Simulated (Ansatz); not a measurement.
`FCC(F)CF` at its PBE0-D4/def2-TZVP geometry, where that method's forces vanish. The species carries charge 0 and has multiplicity 1.

```
atom   x (Å)   y (Å)   z (Å)
  F1  -1.701   0.511  -0.839
  C2  -0.348   0.615  -1.089
  C3   0.455   0.343   0.155
  F4   0.352   1.416   1.020
  C5   0.020  -0.911   0.866
  F6   0.943  -1.248   1.830
  H7  -0.142   1.626  -1.448
  H8  -0.088  -0.110  -1.868
  H9   1.511   0.252  -0.129
 H10  -0.055  -1.739   0.154
 H11  -0.947  -0.755   1.348
```

For each bond, give half the difference of the two atoms' forces along it (eV/Å; positive pushes the atoms apart) under PBE-D4, r2SCAN-D4, B3LYP-D4, ωB97M-V in def2-TZVPP. (Estimate.)

The calculation gave: 
| bond | length (Å) | PBE-D4 | r2SCAN-D4 | B3LYP-D4 | ωB97M-V |
| --- | --- | --- | --- | --- | --- |
| F1–C2 | 1.379 | 0.53 | 0.35 | 0.41 | 0.28 |
| C2–C3 | 1.506 | -0.13 | -0.05 | 0.02 | 0.04 |
| C2–H7 | 1.093 | 0.08 | -0.08 | -0.16 | -0.15 |
| C2–H8 | 1.095 | 0.06 | -0.08 | -0.14 | -0.14 |
| C3–F4 | 1.382 | 0.56 | 0.36 | 0.38 | 0.23 |
| C3–C5 | 1.506 | -0.08 | -0.04 | 0.03 | 0.03 |
| C3–H9 | 1.097 | 0.08 | -0.08 | -0.18 | -0.17 |
| C5–F6 | 1.377 | 0.51 | 0.34 | 0.39 | 0.28 |
| C5–H10 | 1.095 | 0.06 | -0.07 | -0.14 | -0.13 |
| C5–H11 | 1.092 | 0.09 | -0.08 | -0.15 | -0.15 |

B3LYP here is the variant with VWN-RPA as its local correlation; programs differ in this.

Program: Ansatz 0.2.0.
